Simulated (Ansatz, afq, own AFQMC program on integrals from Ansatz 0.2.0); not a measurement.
## F, quartet in aug-cc-pVDZ, levels against full CI

A free F atom.

Basis aug-cc-pVDZ. Noble-gas cores (and the filled d shells of Ga–Kr and In–Xe) are frozen. Integrals, coupled cluster, full CI and functionals: Ansatz 0.2.0; the random walks run on the same integrals in our own AFQMC program. ph-AFQMC/CISD is guided by a CISD state made of CCSD amplitudes; releasing the constraint for a short imaginary time cuts its bias at the price of noise, slowly where states lie close. Free AFQMC starts from the CCSD state and is never constrained. Its projection time is finite, and what remains of the start isn't in its error. ± is one standard error of the sampling.

Determinant: UHF, the one that the program's search chose, which needn't be the lowest solution.

Full CI on the same integrals is exact in this basis and with this determinant's frozen core.

Cautions: another spin lies lower (by 13.84 eV).

```
T1 diagnostic                               : 0.0066
weight of the determinant in the CISD state : 0.970
⟨S²⟩ of the determinant                     : 3.754
size of the correlated space                : 7 electrons in 22 orbitals
```

Reference: full CI, correlation energy -3.585 eV. The released energy is read at 2.40 1/Eh (meV from the phaseless value at times in 1/Eh: -0.6 ± 1.9 at 0.24, -3.9 ± 2.2 at 0.51, -0.1 ± 2.3 at 0.99, -8 ± 4 at 1.62, -5 ± 4 at 2.40).

```tsv
level	E − E(reference) (kcal/mol)	share of correlation (%)
HF	82.66	0.00
MP2	11.53	86.05
CCSD	1.20	98.54
CCSD(T)	0.14	99.83
CCSDT	0.00	100.00
CCSDT(Q)	0.00	100.00
ph-AFQMC/HF	1.31 ± 0.43	98.42
ph-AFQMC/CISD	0.08 ± 0.04	99.90
released AFQMC	-0.03 ± 0.10	100.03
free AFQMC	0.03 ± 0.08	99.96
```

CCSDT and higher add their correlation energy to the determinant of the CCSD(T) run, since their own runs factorise the integrals more tightly (a shift of under 2 meV). Free projections are given only where their last times agree within the noise and don't stop above the reference; a slow remainder of the start can still hide under it. A walk keeps the symmetry of its determinant, which the program's search chose and which needn't be the lowest solution, so a lower state of the same spin and another symmetry isn't excluded. Released energies are given only where the last usable release times agree within the noise; a slower fall can still hide under it.
